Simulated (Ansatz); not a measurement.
`C=C(N)OC` + H₂S → `C=C(N)S` + CH₃OH  (substitution at a C–O bond)

Calculated with Ansatz (gas phase, PBE0-D4/def2-TZVP geometries, no zero-point term in ΔE). CCSD(T)/CBS is the MP2 limit (def2-TZVPP, def2-QZVPP) plus CCSD(T) − MP2 in def2-TZVPP, frozen cores. This one scheme is used for every species. DFT in def2-TZVPP. One conformer a species, not always the lowest.

`C=C(N)OC`:

```xyz
12

C    -0.889    0.061   -1.040
C    -0.568   -0.006    0.259
N    -1.471   -0.079    1.302
O     0.681    0.037    0.765
C     1.742    0.161   -0.151
H    -1.927    0.005   -1.338
H    -0.149    0.203   -1.810
H    -2.388   -0.393    1.031
H    -1.112   -0.570    2.107
H     2.656    0.162    0.439
H     1.757   -0.678   -0.853
H     1.668    1.098   -0.712
```

H₂S:

Z-matrix (Å, degrees):
```
S
H 1 1.341
H 1 1.341 2 92.3
```

`C=C(N)S`:

Z-matrix (Å, degrees):
```
C
C 1 1.335
H 1 1.084 2 120.3
H 1 1.080 2 121.7 3 178.1
N 2 1.384 1 125.4 3 -8.3
S 2 1.770 1 124.1 3 176.6
H 5 1.008 2 115.2 1 139.0
H 5 1.008 2 114.5 1 5.4
H 6 1.340 2 95.9 1 -27.6
```

CH₃OH:

Z-matrix (Å, degrees):
```
C
O 1 1.409
H 1 1.097 2 112.4
H 1 1.090 2 107.0 3 -118.5
H 1 1.097 2 112.4 3 123.0
H 2 0.959 1 108.5 3 -61.6
```

**Question.** Is it downhill or uphill in electronic energy at CCSD(T)/CBS, and by how much? (Estimate.)

**Answer.** The calculation gave: Uphill: ΔE = +2.7 kcal/mol.

**Question.** What do these levels give: BHLYP-D4, PBE, BLYP, r2SCAN0, BHLYP, MP2/def2-QZVPP? (Estimate.)

**Answer.** Computed: BHLYP-D4 4.7, PBE 2.5, BLYP 2.7, r2SCAN0 4.4, BHLYP 4.9, MP2/def2-QZVPP 1.8 kcal/mol.

Largest T1 diagnostic among the species: 0.012.

From PBE to PBE0 (25 % exact exchange), in def2-TZVPP and without D4, ΔE moves by +0.8 kcal/mol. In def2-TZVPP, CCSD(T) changes the Hartree–Fock value by −2.4 kcal/mol (the triples alone add −0.4 kcal/mol) and MP2 by −3.7 kcal/mol. Leaving LDA and LC-ωPBE aside and taking each functional with its dispersion term where it has one, the values, not all of them listed here, spread over 3.3 kcal/mol, from revPBE-D4 to CAM-B3LYP-D4. LDA lies +3.4 kcal/mol from PBE without D4.
